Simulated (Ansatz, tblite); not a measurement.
# The cluster PbS2−: one state, many levels

How do method and basis change the picture of the cluster PbS2− (doublet)?

The runs use Ansatz 0.2.0, Gaussian basis; as each input shows.

The runs, in order: GFN1-xTB, GFN2-xTB, PBE-D4/def2-TZVPD, r2SCAN-D4/def2-TZVPD, LDA/def2-TZVPD, ωB97X-V/def2-TZVPD, PBE-QIDH/def2-TZVPD, ωB97M-V/def2-TZVPD, revPBE-D4/def2-TZVPD, PBE+5HF/def2-TZVPD, PBE+10HF/def2-TZVPD, PBE+15HF/def2-TZVPD, PBE+35HF/def2-TZVPD, PBE+50HF/def2-TZVPD, PBE-D4/def2-SVPD, PBE0-D4/def2-SVPD, CCSD(T)/def2-TZVPPD, MP2/def2-TZVPD, RPA/def2-TZVPD.

## 1. The geometry

The doublet was relaxed beforehand with PBE-D4/def2-TZVPD. At that level it is the lowest of the isomers that a small search found.

3 atoms, charge -1, spin multiplicity 2.

Bond lengths: Pb1–S2 2.434 Å, Pb1–S3 2.434 Å. Angles: S2–Pb1–S3 127.7°.

Pb takes a core potential in the def2 sets. No spin-orbit coupling is included. The ion is computed in the gas phase, without counter-ions or solvent.

PBE0-D4/def2-TZVPD was run before; its log isn't repeated, and its numbers join the tables.

## 2. GFN1-xTB

Tight binding, by tblite at 300 K electronic temperature and without a spin-polarisation term:

```python
tblite.interface.Calculator('GFN1-xTB', numbers, positions, charge=-1, uhf=1).singlepoint()
```

Energy -250.0666 eV; 0.002 s.

## 3. GFN2-xTB

Tight binding, by tblite at 300 K electronic temperature and without a spin-polarisation term:

```python
tblite.interface.Calculator('GFN2-xTB', numbers, positions, charge=-1, uhf=1).singlepoint()
```

Energy -247.0604 eV; 0.002 s.

## 4. PBE-D4/def2-TZVPD

start.molden holds the orbitals of an earlier run on this state, given as this run's starting guess.

in.yaml

```yaml
crystal:
  periodic: [false, false, false]
  atoms:
    - {symbol: Pb, position_ang: [-0.299143, 0.087929, 0.643429]}
    - {symbol: S, position_ang: [-1.778277, -0.679212, -1.131209]}
    - {symbol: S, position_ang: [2.077420, 0.591283, 0.487790]}
basis:
  gaussian: {orbitals: def2-TZVPD, initial_orbitals: start.molden}
total_charge: -1
magnetization: {spin_polarized: true, initial_magnetization: 1}
hamiltonian: {xc: pbe, dispersion: d4}
scf: {omitted_lower_state_checks: [starts]}
output: {orbitals: {seedname: orbitals}}
```

Run with:

```bash
$ ansatz run in.yaml --threads 4 --pin off --events-out ev --progress --plain --max-ram 3916MiB
```

The runs that follow: r2SCAN-D4/def2-TZVPD; LDA/def2-TZVPD; ωB97X-V/def2-TZVPD; PBE-QIDH/def2-TZVPD; ωB97M-V/def2-TZVPD; revPBE-D4/def2-TZVPD; PBE+5HF/def2-TZVPD; PBE+10HF/def2-TZVPD; PBE+15HF/def2-TZVPD; PBE+35HF/def2-TZVPD; PBE+50HF/def2-TZVPD; PBE-D4/def2-SVPD; PBE0-D4/def2-SVPD; CCSD(T)/def2-TZVPPD; MP2/def2-TZVPD; RPA/def2-TZVPD.

**Question.** What will the summary of the whole plan be? Wanted: gap in def2-TZVPD, named functionals, smallest and largest; gap over the share of exact exchange; correlation energy, CCSD(T)/def2-TZVPPD; correlation energy, MP2/def2-TZVPD; ⟨S²⟩ in def2-TZVPD, named functionals, smallest and largest; PBE0 total energy, smallest basis above largest.

The runs gave:

| quantity | value |
| --- | --- |
| gap in def2-TZVPD, named functionals, smallest and largest | 0.50 eV (LDA), 5.95 eV (ωB97X-V) |
| gap over the share of exact exchange | 0.67 eV at 0, 4.05 eV at 0.5 |
| correlation energy, CCSD(T)/def2-TZVPPD | -21.12 eV |
| correlation energy, MP2/def2-TZVPD | -20.14 eV |
| ⟨S²⟩ in def2-TZVPD, named functionals, smallest and largest | 0.752, 0.775 |
| PBE0 total energy, smallest basis above largest | 7.31 eV (def2-SVPD, def2-TZVPD) |

In words: Orbital gaps of the named functionals in def2-TZVPD span 0.50 eV (LDA) to 5.95 eV (ωB97X-V); exact exchange widens it. Raising the share of exact exchange from 0 to 0.5 moves the HOMO by -2.00 eV and the LUMO by +1.38 eV. Over the named functionals in def2-TZVPD spin contamination reaches 0.03 (ωB97X-V), which is small.
